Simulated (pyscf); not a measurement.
**Four-centre exchange: Cl–GeH₂• (SMILES [Cl][GeH2]) + NH₃ (SMILES N) → H₂N–GeH₂• (SMILES [NH2][GeH2]) + HCl (SMILES Cl)**

Gas phase, doublet surface, charge 0. Bonds broken: Ge1–Cl2, N5–H6. Bonds formed: Ge1–N5, Cl2–H6. PySCF, gas phase, ωB97X-D3(BJ)/def2-SVP geometries.

Transition state (Å):

```xyz
8

Ge    -1.3633    -0.9181     0.1746
Cl    -0.9245     1.5259     2.0137
H     -0.9451    -2.2055    -0.5941
H     -2.7779    -0.4650    -0.2303
N     -0.2383     0.4874    -0.4903
H     -0.4168     1.2259     0.6588
H      0.7329     0.2164    -0.6468
H     -0.5863     0.9538    -1.3291
```

One imaginary mode, 605i cm⁻¹; descent along it reached the two sides named, in the forms told below.

```json
[
 {"bond": "Ge1–Cl2", "change": "breaks", "reactant side (Å)": "2.181", "saddle": "3.1", "product side": "3.7"},
 {"bond": "N5–H6", "change": "breaks", "reactant side (Å)": "1.020", "saddle": "1.378", "product side": "1.782"},
 {"bond": "Ge1–N5", "change": "forms", "reactant side (Å)": "2.9", "saddle": "1.919", "product side": "1.865"},
 {"bond": "Cl2–H6", "change": "forms", "reactant side (Å)": "3.7", "saddle": "1.478", "product side": "1.327"}
]
```

Electronic energies relative to the separated reactants (kJ/mol):

| level | barrier | reaction energy | reverse barrier |
|---|---|---|---|
| ωB97X-D3(BJ)/def2-TZVP | 62.4 | +73.4 | -11.0 |
| PBE/def2-TZVP | 47.3 | +66.8 | -19.5 |
| r²SCAN/def2-TZVP | 49.4 | +67.8 | -18.4 |
| B3LYP-D3(BJ)/def2-TZVP | 55.0 | +68.3 | -13.3 |
| PBE0-D3(BJ)/def2-TZVP | 50.4 | +69.7 | -19.3 |
| M06-2X/def2-TZVP | 54.4 | +70.9 | -16.5 |
| ωB97M-D3(BJ)/def2-TZVP | 62.6 | +68.5 | -5.9 |
| HF/def2-TZVP | 113.7 | +78.6 | 35.2 |

With ωB97M-D3(BJ)/def2-TZVP energies and thermal terms (ideal gas, 1 atm, RRHO with modes under 100 cm⁻¹ raised to 100, one conformer, R ln 2 for chiral ones without a mode under 150 cm⁻¹), in kJ/mol:

```csv
T (K),ΔH‡,ΔG‡,ΔH,ΔG
298,52.8,95.5,+60.4,+62.1
600,54.3,138.5,+63.0,+62.9
900,57.9,179.8,+65.6,+62.3
1200,61.9,219.8,+67.9,+60.9
```

On the reactant side the descent ends in a complex (not fully relaxed), 18.2 kJ/mol under the separated species and 80.5 kJ/mol under the saddle at ωB97X-D3(BJ)/def2-TZVP. On the product side the descent ends in a complex, 21.0 kJ/mol under the separated species and 10.0 kJ/mol under the saddle at ωB97X-D3(BJ)/def2-TZVP. At ωB97X-D3(BJ)/def2-TZVP, PBE, r²SCAN, B3LYP-D3(BJ), PBE0-D3(BJ), M06-2X, ωB97M-D3(BJ) the saddle lies under the separated products, which points to a path from their complex (located at ωB97X-D3(BJ) alone), and parting the products costs more than the saddle. One saddle was located; it need not be the lowest between these sides. Elements up to Kr have no core potential and no relativistic terms here.
